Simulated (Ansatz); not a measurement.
The input, for Ansatz 0.2.0:

```yaml
crystal:
  periodic: [false, false, false]
  atoms:
    - {symbol: Si, position_ang: [0.000143, -0.013510, -0.013416]}
    - {symbol: H, position_ang: [-0.015954, 1.502077, 1.491653]}
    - {symbol: H, position_ang: [-0.016354, -1.091142, 1.071571]}
    - {symbol: H, position_ang: [0.016640, 1.064122, -1.098403]}
    - {symbol: H, position_ang: [0.011668, -1.098617, -1.090992]}
basis:
  gaussian: {orbitals: cc-pVDZ}
magnetization: {spin_polarized: false, initial_magnetization: 2}
correlation: {method: fic_mrcisd_q, electrons: outside_noble_gas, active_space: {window: {electrons: 8, orbitals: 8}, shells: [{species: H, l: s, shell: 1}, {species: Si, l: s, shell: 3}, {species: Si, l: p, shell: 3}]}}
```

```sh
$ ansatz run in.yaml --threads 1 --pin off --events-out ev --progress --plain --max-ram 3956MiB --backend cpu
```

Log:

```
720 factors; integrals over basis functions are off by at most 2.4e-7 eV
mean field evaluation 1: about -7918.5054 eV, gradient 8.1e0 eV
mean field evaluation 2: about -7918.5225 eV, gradient 8.2e0 eV
mean field evaluation 4: about -7919.3959 eV, gradient 2.1e0 eV
mean field evaluation 8: about -7919.5657 eV, gradient 5.0e-1 eV
mean field evaluation 16: about -7919.3698 eV, gradient 2.4e0 eV
mean field -7919.57524757 eV, -291.0390222672 hartree, gradient 2.1e-6 eV, S^2 2.000000; 2 other end points of the search recorded, 0 dependent functions left out
reference -7919.57524757 eV, -291.0390222672 hartree; 10, 8 occupied and 28, 30 virtual orbitals, 720 factors
state -7921.19650088 eV, -291.0986022274 hartree
contracted CI cycle   1: correlation 0.00000000 eV, 0.0000000000 hartree, residual 1.12e1 eV
contracted CI cycle   2: correlation -2.22294838 eV, -0.0816918460 hartree, residual 2.28e0 eV
contracted CI cycle   3: correlation -2.31500900 eV, -0.0850750117 hartree, residual 4.72e-1 eV
contracted CI cycle   4: correlation -2.31894656 eV, -0.0852197143 hartree, residual 1.12e-1 eV
contracted CI cycle   5: correlation -2.31916323 eV, -0.0852276769 hartree, residual 2.59e-2 eV
contracted CI cycle   6: correlation -2.31917475 eV, -0.0852281001 hartree, residual 5.82e-3 eV
contracted CI cycle   7: correlation -2.31917531 eV, -0.0852281206 hartree, residual 1.25e-3 eV
state -7921.19650088 eV, -291.0986022274 hartree; corrected -7923.63372471 eV, -291.1881685512 hartree
Total energy: -7923.63372471 eV, -291.1881685512 hartree
Checks for a lower state left out: starts, orbital_swaps
```

Natural occupations: 1.9775 1.9541 1.9495 1.0045 1.0000 0.0681 0.0255 0.0207.

For the same geometry and basis full CI lies 35.2 meV lower.

Ran on 1 thread of AMD EPYC 7R13, shared host: 2.9 s wall, 0.24 GiB peak host memory.
